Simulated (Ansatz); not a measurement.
A calculation with Ansatz (development build ahead of 0.2.0).

```yaml
crystal:
  periodic: [false, false, false]
  atoms:
    - { symbol: "N", position_ang: [0.0142, 0.19205, 0.20006] }
    - { symbol: O, position_ang: [0.61048, -0.81744, 0.37079] }
    - { symbol: O, position_ang: [-0.62805, 0.63486, -0.56362] }
basis:
  gaussian: { orbitals: def2-SVP }
magnetization:
  spin_polarized: true
  initial_magnetization: 1
hamiltonian:
  xc: hf
correlation:
  method: mp2
  frozen_orbitals: { "N": 1, O: 1 }
output:
  forces: true
```

The input is written out in the form of the current development build from the run's settings.

Output:

| Quantity | Value |
| --- | --- |
| Converged | yes |
| Reference energy | -203.86052 hartree |
| Correlation energy | -0.51865 hartree |
| Total energy | -204.37917 hartree |
| Spin squared of the determinant | 0.765 |
| Stability test | minimum |

Forces (eV/Å):
| atom | Fx | Fy | Fz |
| --- | --- | --- | --- |
| N1 | 6.857 | -3.409 | 9.339 |
| O2 | 0.860 | -1.692 | 0.034 |
| O3 | -7.717 | 5.101 | -9.373 |

Caution: MP2 forces lie far from those of the mean fields.
